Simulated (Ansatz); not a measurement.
A structure relaxed at PBE0-D4/def2-TZVP in Ansatz, charge 0, doublet:

Cartesian coordinates in Å:
```
B -0.0424 -0.1068 0.0069
B 0.5170 1.3065 -0.0843
H -0.4746 -1.1997 0.0773
```

Task: Give its formula and point group.

Result: B2H. Point group C∞v (tolerance 0.1 Å).

Task: Summarise the bond lengths by kind (pairs closer than 1.2 times the sum of covalent radii, bridged metal pairs left out).

Result: 1 × B–B 1.52 Å; 1 × B–H 1.18 Å.

The charge 0 doublet is spin-contaminated (final ⟨S²⟩ up to 1.76, 0.75 for a pure state). At PBE0-D4/def2-TZVP a quartet of charge 0 lies 0.57 eV below the doublet, each at its own geometry. The structure comes from a short search, and lower isomers may exist.
